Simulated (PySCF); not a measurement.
Gas-phase reaction: c-Si₃H₆ + SiCl₄ ⇌ H₂ + 4 SiHCl

Energies from PySCF, thermal terms from the rigid-rotor harmonic-oscillator model, ideal gas at 1 bar. † marks an energy on the PBE0/def2-TZVP geometry and frequencies; other levels use their own. MP2 freezes the core. 6-31G* has spherical d functions here. All species are closed-shell singlets. c-Si₃H₆, SiHCl: computed as isolated molecules; such fragments, hydroxides, amides, oligomers or adducts are transient or little studied in the gas. MP2 isn't extrapolated to the basis-set limit; its ΔH°(298 K) is 671.7 kJ in def2-SVP and 678.9 kJ in def2-TZVPP. The harmonic model lacks anharmonicity and excited electronic states, which grow with temperature; levels with a mode under 35 cm⁻¹ are left out.

```
level               ΔE electronic, kJ  ΔH°(298 K), kJ  ΔS°(298 K), J/K  ΔG°(2500 K), kJ
------------------  -----------------  --------------  ---------------  ---------------
BLYP/def2-TZVP†                   536             507              496             -648
HF/6-31G*                         574             542              511             -658
MP2/def2-SVP†                     701             672              496             -483
PBE/def2-TZVP†                    665             636              496             -519
r2SCAN/def2-TZVP†                 742             713              496             -442
LDA/def2-TZVP†                    783             753              496             -402
ωB97M-V/def2-TZVP†                637             608              496             -547
```
ΔH° is lowest at BLYP/def2-TZVP† and highest at LDA/def2-TZVP†. No reference value is set beside these.
